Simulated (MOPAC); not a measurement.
MOPAC input (PM6):

```
PM6 PRECISE GNORM=0.05 LET XYZ GEO-OK AUX(PRECISION=9) THREADS=1
C4H6

C     0.59753466 1    1.74308735 1    0.00415876 1
C     0.59953286 1    0.40913995 1    0.00070042 1
C    -0.59953286 1   -0.40913995 1   -0.00070042 1
C    -0.59753466 1   -1.74308735 1   -0.00415876 1
H     1.51677473 1    2.31296276 1    0.00508382 1
H    -0.32918900 1    2.30525528 1    0.00617206 1
H     1.54641423 1   -0.12382865 1   -0.00124931 1
H    -1.54641423 1    0.12382865 1    0.00124931 1
H     0.32918900 1   -2.30525528 1   -0.00617206 1
H    -1.51677473 1   -2.31296276 1   -0.00508382 1
```

Output:

```
 *******************************************************************************
 **                                                                           **
 **                              MOPAC v23.2.5                                **
 **                                                                           **
 *******************************************************************************
 ** MOPAC's Digital Object Identifier: https://doi.org/10.5281/zenodo.6511958 **
 **                                                                           **
 ** Please cite the open-source release paper for use of this MOPAC version:  **
 ** J. E. Moussa and J. J. P. Stewart (2026)                                  **
 ** MOPAC: An open-source semiempirical molecular orbital program             **
 ** J. Open Source Softw., 11(119), 8025, https://doi.org/10.21105/joss.08025 **
 *******************************************************************************

                              PM6 CALCULATION RESULTS

 *******************************************************************************
 *  PM6        - The PM6 Hamiltonian to be used
 *  GEO-OK     - OVERRIDE INTERATOMIC DISTANCE AND OTHER SAFETY CHECKS
 *  LET        - OVERRIDE SOME SAFETY CHECKS
 *  PRECISE    - TIGHTER CRITERIA TO BE USED
 *  XYZ        - CARTESIAN COORDINATE SYSTEM TO BE USED
 *  GNORM      - EXIT WHEN GRADIENT NORM DROPS BELOW 0.050
 *  AUX        - OUTPUT AUXILIARY INFORMATION
 *******************************************************************************
PM6 PRECISE GNORM=0.05 LET XYZ GEO-OK AUX(PRECISION=9) THREADS=1
 C4H6

   ATOM   CHEMICAL          X               Y               Z
  NUMBER   SYMBOL      (ANGSTROMS)     (ANGSTROMS)     (ANGSTROMS)

     1       C          0.59753466  *   1.74308735  *   0.00415876  *
     2       C          0.59953286  *   0.40913995  *   0.00070042  *
     3       C         -0.59953286  *  -0.40913995  *  -0.00070042  *
     4       C         -0.59753466  *  -1.74308735  *  -0.00415876  *
     5       H          1.51677473  *   2.31296276  *   0.00508382  *
     6       H         -0.32918900  *   2.30525528  *   0.00617206  *
     7       H          1.54641423  *  -0.12382865  *  -0.00124931  *
     8       H         -1.54641423  *   0.12382865  *   0.00124931  *
     9       H          0.32918900  *  -2.30525528  *  -0.00617206  *
    10       H         -1.51677473  *  -2.31296276  *  -0.00508382  *

          CARTESIAN COORDINATES

    NO.       ATOM           X           Y           Z

     1         C          0.5975      1.7431      0.0042
     2         C          0.5995      0.4091      0.0007
     3         C         -0.5995     -0.4091     -0.0007
     4         C         -0.5975     -1.7431     -0.0042
     5         H          1.5168      2.3130      0.0051
     6         H         -0.3292      2.3053      0.0062
     7         H          1.5464     -0.1238     -0.0012
     8         H         -1.5464      0.1238      0.0012
     9         H          0.3292     -2.3053     -0.0062
    10         H         -1.5168     -2.3130     -0.0051

 General Reference for PM6:
 "Optimization of Parameters for Semiempirical Methods V: Modification of NDDO Approximations
 and Application to 70 Elements", J. J. P. Stewart, J. Mol. Mod., 13, 1173-1213 (2007)
 URL: https://link.springer.com/article/10.1007/s00894-007-0233-4

           Empirical Formula: C4 H6  =    10 atoms

      MOLECULAR POINT GROUP   :   C2h

      RHF CALCULATION, NO. OF DOUBLY OCCUPIED LEVELS = 11

          Geometry optimization using EF

          DIAGONAL MATRIX USED AS START HESSIAN

 CYCLE:     1  GRAD.:    23.917 HEAT:  29.14613
 CYCLE:     2  GRAD.:   216.784 HEAT:  33.98590
 CYCLE:     3  GRAD.:   342.074 HEAT:  60.90106
 CYCLE:     4  GRAD.:   209.386 HEAT:  39.00760
 CYCLE:     5  GRAD.:   543.734 HEAT:  49.70928
 CYCLE:     6  GRAD.:   120.778 HEAT:  32.98150
 CYCLE:     7  GRAD.:   239.542 HEAT:  47.54906
 CYCLE:     8  GRAD.:    66.787 HEAT:  30.04300
 CYCLE:     9  GRAD.:   165.694 HEAT:  38.51147
 CYCLE:    10  GRAD.:    32.130 HEAT:  28.72096
 CYCLE:    11  GRAD.:    19.517 HEAT:  28.81699
 CYCLE:    12  GRAD.:     7.993 HEAT:  28.48259
 CYCLE:    13  GRAD.:     4.983 HEAT:  28.48224
 CYCLE:    14  GRAD.:     2.917 HEAT:  28.46110
 CYCLE:    15  GRAD.:    74.816 HEAT:  28.79506
 CYCLE:    16  GRAD.:     1.468 HEAT:  28.46018
 CYCLE:    17  GRAD.:     1.483 HEAT:  28.46054
 CYCLE:    18  GRAD.:     0.792 HEAT:  28.45993
 CYCLE:    19  GRAD.:     2.059 HEAT:  28.46169
 CYCLE:    20  GRAD.:     0.242 HEAT:  28.45975
 CYCLE:    21  GRAD.:     0.765 HEAT:  28.45998
 CYCLE:    22  GRAD.:     0.028 HEAT:  28.45973

     GRADIENT =  0.02792 IS LESS THAN CUTOFF =  0.05000

 -------------------------------------------------------------------------------
 PM6 PRECISE GNORM=0.05 LET XYZ GEO-OK AUX(PRECISION=9) THREADS=1
 C4H6

     GEOMETRY OPTIMISED USING EIGENVECTOR FOLLOWING (EF).
     SCF FIELD WAS ACHIEVED

                              PM6 CALCULATION
                                                       MOPAC v23.2.5 Linux

          FINAL HEAT OF FORMATION =         28.45973 KCAL/MOL =     119.07550 KJ/MOL

          COSMO AREA              =        107.37 SQUARE ANGSTROMS
          COSMO VOLUME            =         90.64 CUBIC ANGSTROMS

          GRADIENT NORM           =          0.02792          =       0.00883 PER ATOM
          IONIZATION POTENTIAL    =          9.579635 EV
          HOMO LUMO ENERGIES (EV) =         -9.580  0.254
          NO. OF FILLED LEVELS    =         11
          MOLECULAR WEIGHT        =         54.0914         POINT GROUP:  C2h

          MOLECULAR DIMENSIONS (Angstroms)

            Atom       Atom       Distance
            H    10    H     5     5.55661
            H     9    H     6     3.03043
            C     3    C     2     0.00000

          SCF CALCULATIONS        =         23

   ATOM   CHEMICAL          X               Y               Z
  NUMBER   SYMBOL      (ANGSTROMS)     (ANGSTROMS)     (ANGSTROMS)

     1       C          0.59432326  *   1.74246940  *   0.00415908  *
     2       C          0.61060008  *   0.40800165  *   0.00069083  *
     3       C         -0.61059491  *  -0.40801102  *  -0.00069086  *
     4       C         -0.59432189  *  -1.74246679  *  -0.00415908  *
     5       H          1.49236958  *   2.34346301  *   0.00517751  *
     6       H         -0.30986371  *   2.33422112  *   0.00623553  *
     7       H          1.55338596  *  -0.14607293  *  -0.00131115  *
     8       H         -1.55336189  *   0.14610008  *   0.00131120  *
     9       H          0.30984262  *  -2.33426125  *  -0.00623563  *
    10       H         -1.49239515  *  -2.34342668  *  -0.00517741  *

                             CARTESIAN COORDINATES

   1    C        0.594323260     1.742469396     0.004159085
   2    C        0.610600084     0.408001653     0.000690829
   3    C       -0.610594906    -0.408011021    -0.000690857
   4    C       -0.594321894    -1.742466793    -0.004159079
   5    H        1.492369576     2.343463014     0.005177515
   6    H       -0.309863705     2.334221120     0.006235534
   7    H        1.553385957    -0.146072929    -0.001311148
   8    H       -1.553361887     0.146100079     0.001311204
   9    H        0.309842617    -2.334261251    -0.006235625
  10    H       -1.492395147    -2.343426680    -0.005177405

           Empirical Formula: C4 H6  =    10 atoms

      MOLECULAR POINT GROUP   :   C2h

                  EIGENVALUES
 -28.10946 -25.95735 -21.17020 -19.51430 -15.92644 -15.72916 -13.49705 -13.12189
 -11.95483 -11.80454  -9.57964   0.25359   1.99537   4.35767   5.21931   5.70497
   5.78685   5.95143   6.27172   6.37841   6.38308   6.52828

              NET ATOMIC CHARGES AND DIPOLE CONTRIBUTIONS

  ATOM NO.   TYPE          CHARGE      No. of ELECS.   s-Pop       p-Pop
    1          C          -0.336418        4.3364     1.12050     3.21592
    2          C          -0.107949        4.1079     1.10628     3.00167
    3          C          -0.107954        4.1080     1.10628     3.00167
    4          C          -0.336412        4.3364     1.12050     3.21591
    5          H           0.150926        0.8491     0.84907
    6          H           0.151330        0.8487     0.84867
    7          H           0.142108        0.8579     0.85789
    8          H           0.142110        0.8579     0.85789
    9          H           0.151333        0.8487     0.84867
   10          H           0.150924        0.8491     0.84908
 DIPOLE           X         Y         Z       TOTAL
 POINT-CHG.    -0.000    -0.000    -0.000     0.000
 HYBRID        -0.000     0.000     0.000     0.000
 SUM           -0.000    -0.000    -0.000     0.000

          ATOMIC ORBITAL ELECTRON POPULATIONS

     Atom    s        px        py        pz
    1  C   1.12050   1.14794   1.03839   1.02958
    2  C   1.10628   1.04005   0.99120   0.97042
    3  C   1.10628   1.04005   0.99120   0.97042
    4  C   1.12050   1.14794   1.03839   1.02958
    5  H   0.84907
    6  H   0.84867
    7  H   0.85789
    8  H   0.85789
    9  H   0.84867
   10  H   0.84908

 **********************
 *                    *
 * JOB ENDED NORMALLY *
 *                    *
 **********************

 == MOPAC DONE ==
```
